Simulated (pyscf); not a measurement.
Routes from Cl–GeH: [singlet] + H₂O

Candidate steps break at most two bonds and form at most two. Each was searched with GFN2-xTB (tblite) first. PySCF, gas phase, ωB97X-D3(BJ)/def2-SVP geometries. MP2 and CC: frozen core, UHF for open shells. ΔMP2 is the change of the MP2 total energy from the triple- to the quadruple-zeta basis. Energies: CCSD(T)/def2-TZVPP + ΔMP2(QZVPP), kJ/mol, from the separated reactants, singlet surface.

```tsv
products	type	ΔE‡	ΔE	ΔG‡ 298 K	ΔG‡ 900 K	ν‡ (cm⁻¹)
HO–GeH: [singlet] + HCl	four-centre exchange	33.6	+36.5	–	–	339i
HO–GeH₂–Cl	insertion	111.2	-148.5	146.3	231.2	1558i
```

A dash marks a saddle under its separated products, whose escape then sets the rate. Row 1: On the reactant side the descent ends in a bound adduct, 69.0 kJ/mol under the separated species and 94.7 kJ/mol under the saddle at ωB97X-D3(BJ)/def2-TZVP. On the product side the descent ends in a complex, 24.2 kJ/mol under the separated species and 8.1 kJ/mol under the saddle at ωB97X-D3(BJ)/def2-TZVP. Row 2: On the reactant side the descent ends in a bound adduct, 69.0 kJ/mol under the separated species and 177.4 kJ/mol under the saddle at ωB97X-D3(BJ)/def2-TZVP. 

Plain bond fissions and candidates not yet searched are not listed, and one of them may be faster. Each barrier is that of the saddle found; lower ones may exist. The CCSD(T) − MP2 part came from Ansatz, without density fitting, on the same reference. The frozen core leaves the outer d or s,p core shells of the metals and heavy elements correlated in the MP2 and CC values, and def2-TZVPP describes them poorly, which can shift differences by a few kcal/mol. Elements up to Kr have no core potential and no relativistic terms here.
